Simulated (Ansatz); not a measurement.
# CH4Si (triplet): from Hartree-Fock to the top rungs at a displaced geometry (v1), cc-pVDZ

An exercise on one series of results from a longer session: the logs are not shown, and one member is left open.

Method: cc-pVDZ, core rule «outside noble gas», up to 6 orbitals frozen; program: Ansatz 0.2.0, Gaussian basis.

Plan: UHF; CCSD(T) on ROHF; CCSD(T) on UHF; BCCD(T) on ROHF; CISD as a restricted active space (open shells left free, so some higher excitations enter); CCSDT(Q) on ROHF; CCSDT(Q) on UHF.

17 further runs of the same task are left out: 4 that didn't finish, 13 set aside as unsound or not needed. Runs told in other sessions of the task aren't counted.

## What is computed

The geometry is a PBE0/def2-TZVP stationary point (not a proven minimum) with its atoms shifted at random (size 0.040 Å).

6 atoms, charge 0, spin multiplicity 3.

Atoms are counted from 1 here; the program's logs count them from 0.

Bond lengths: Si1–C2 1.894 Å, Si1–H3 1.499 Å, C2–H4 1.101 Å, C2–H5 1.045 Å, C2–H6 1.128 Å. Angles: C2–Si1–H3 116.9°, Si1–C2–H4 110.8°, Si1–C2–H5 115.2°, Si1–C2–H6 111.2°, H4–C2–H5 110.2°, H4–C2–H6 104.3°, H5–C2–H6 104.5°.

The first run:

Contents of in.yaml:

```yaml
crystal:
  periodic: [false, false, false]
  atoms:
    - {symbol: Si, position_ang: [0.003444, -0.082090, 0.653889]}
    - {symbol: C, position_ang: [0.002611, 0.067356, -1.234481]}
    - {symbol: H, position_ang: [0.050575, 1.196278, 1.434539]}
    - {symbol: H, position_ang: [-0.052202, -0.926443, -1.706048]}
    - {symbol: H, position_ang: [0.796229, 0.613967, -1.637817]}
    - {symbol: H, position_ang: [-0.921691, 0.600948, -1.600634]}
basis:
  gaussian: {orbitals: cc-pVDZ}
magnetization: {spin_polarized: true, initial_magnetization: 2}
hamiltonian: {xc: hf}
output: {orbitals: {seedname: orbitals}}
```

Started as:

```
ansatz run in.yaml --threads 1 --pin off --events-out ev --progress --plain --max-ram 2393MiB
```

Steps of the session up to this table: UHF; CCSD(T) on ROHF; CCSD(T) on UHF; BCCD(T) on ROHF; CISD as a restricted active space (open shells left free, so some higher excitations enter); CCSDT(Q) on ROHF; CCSDT(Q) on UHF.

One table of the session follows, with a row left open; its other results are not shown here.

| method | from UCCSDT(Q) (kJ/mol) |
| --- | --- |
| ROHF | +679.7 |
| UHF | +675.4 |
| RMP2 | +110.3 |
| UMP2 | ? |
| CISD | +70.2 |
| RCCSD | +20.6 |
| UCCSD | +20.5 |
| RCCSD(T) | +3.2 |
| UCCSD(T) | +3.2 |
| BCCD(T) | +3.2 |
| RCCSDT | +0.9 |
| UCCSDT | +0.9 |
| RCCSDT(Q) | +0.1 |
| UCCSDT(Q) | 0 |

**Question.** Estimate the row for UMP2.

The run gave: from UCCSDT(Q) (kJ/mol): +109.9. In the column «from UCCSDT(Q) (kJ/mol)» it lies between CISD (+70.2) and RMP2 (+110.3).

To keep in mind: Restricted and unrestricted rows rest on different reference determinants; a gap between their highest levels can come from leftover correlation error, from unlike frozen cores or from another state.
